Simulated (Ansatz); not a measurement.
in.yaml

```yaml
crystal:
  periodic: [false, false, false]
  atoms:
    - {symbol: P, position_ang: [0.001873, 0.001862, -0.001868]}
    - {symbol: H, position_ang: [0.809047, 0.812145, 0.806632]}
    - {symbol: H, position_ang: [-0.874171, -0.868993, 0.871817]}
    - {symbol: H, position_ang: [-0.804449, 0.808881, -0.814473]}
    - {symbol: H, position_ang: [0.812002, -0.809262, -0.806561]}
basis:
  gaussian: {orbitals: 6-31G}
total_charge: 1
magnetization: {spin_polarized: true, initial_magnetization: 0}
correlation: {method: bccd_t, electrons: valence, diis_vectors: 2}
```

```sh
$ ansatz run in.yaml --threads 1 --pin off --events-out ev --progress --plain --max-ram 2393MiB
```

Output:

```
268 factors; integrals over basis functions are off by at most 2.5e-4 eV
mean field evaluation 1: about -9324.7122 eV, gradient 6.9e0 eV
mean field evaluation 2: about -9324.7134 eV, gradient 6.9e0 eV
mean field evaluation 4: about -9325.1118 eV, gradient 3.4e-1 eV
mean field evaluation 8: about -9325.1132 eV, gradient 8.9e-7 eV
mean field -9325.11324042 eV, -342.6915907966 hartree, gradient 2.3e-6 eV, S^2 0.000000; 0 other end points of the search recorded, 0 dependent functions left out
5 core orbitals not correlated: weight in the atoms' cores, before any rotation towards them, 1.000 or more for the frozen orbitals, at most 0.000 for the correlated occupied ones
reference -9325.11324042 eV, -342.6915907966 hartree; 4, 4 occupied and 12, 12 virtual orbitals, 268 factors
second order -1.87523197 eV of doubles, -0.00000000 eV of singles
cycle   1  -2.32750407 eV  change   -4.5e-1 eV  update   5.2e-2
cycle   2  -2.54004509 eV  change   -2.1e-1 eV  update   2.0e-2
cycle   3  -2.54813240 eV  change   -8.1e-3 eV  update   3.1e-3
cycle   4  -2.54906479 eV  change   -9.3e-4 eV  update   8.0e-4
cycle   5  -2.54928941 eV  change   -2.2e-4 eV  update   2.6e-4
cycle   6  -2.54937029 eV  change   -8.1e-5 eV  update   4.2e-5
cycle   7  -2.54938834 eV  change   -1.8e-5 eV  update   1.1e-5
cycle   8  -2.54939453 eV  change   -6.2e-6 eV  update   2.5e-6
perturbative correction -0.02258491 eV, -0.0008299800 hartree
Total energy: -9327.68521985 eV, -342.7861092975 hartree
```

Ran on 1 thread of Arm Neoverse V1, shared host: 0.43 s wall, 0.07 GiB peak host memory.
